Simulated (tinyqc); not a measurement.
Inside a calculation. Method: RHF in the sto-3g basis, for CH3-, spin multiplicity 1. The basis has no diffuse functions, so it cannot describe the extra electron: this is an exercise in the method, not the real anion. One step of it, computed by the program tinyqc.

Task: Iteration 2: DIIS coefficients. Solve [B -1; -1 0][c; lambda] = [0; -1] for the coefficients, which sum to one.

B (overlaps of the stored error matrices):
$$\begin{pmatrix}
5.1322843e-01 & -1.4065667e+00 \\
-1.4065667e+00 & 6.1897739e+00
\end{pmatrix}$$

Give: DIIS coefficients.

Result:

DIIS coefficients: [0.7983, 0.2017]
